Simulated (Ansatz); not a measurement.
C₈H₁₈ (`CC(C)(C)C(C)(C)C`). Total charge 0; spin multiplicity 1.

Z-matrix (Å, degrees):
```
C
C 1 1.530
H 1 1.092 2 111.9
H 1 1.093 2 109.7 3 -119.1
H 1 1.093 2 112.2 3 121.7
C 2 1.530 1 107.7 3 54.2
C 2 1.530 1 107.7 3 170.0
C 2 1.571 1 111.2 3 -67.9
H 6 1.092 2 111.9 1 170.0
H 6 1.093 2 112.2 1 -68.3
H 6 1.093 2 109.7 1 50.9
H 7 1.093 2 112.2 1 175.9
H 7 1.093 2 109.7 1 -64.9
H 7 1.092 2 111.9 1 54.2
C 8 1.530 2 111.2 1 47.8
C 8 1.530 2 111.2 1 167.8
C 8 1.530 2 111.2 1 -72.2
H 15 1.093 8 112.2 2 53.8
H 15 1.092 8 111.9 2 -67.9
H 15 1.093 8 109.7 2 173.0
H 16 1.093 8 112.2 2 53.8
H 16 1.093 8 109.7 2 173.0
H 16 1.092 8 111.9 2 -67.9
H 17 1.093 8 112.2 2 53.8
H 17 1.092 8 111.9 2 -67.9
H 17 1.093 8 109.7 2 173.0
```

**Question.** Give the diagnostics of a CCSD(T)/def2-TZVPP run (frozen core, Ansatz). (An estimate is asked.)

**Answer.** Ansatz gave: T1 = 0.0087, largest single amplitude 0.009, largest double 0.013, (T) share of the correlation energy 3.9 %, 7 CCSD cycles. The RHF solution is stable towards an unrestricted one. T1 lies under the customary mark of 0.02 for closed shells.
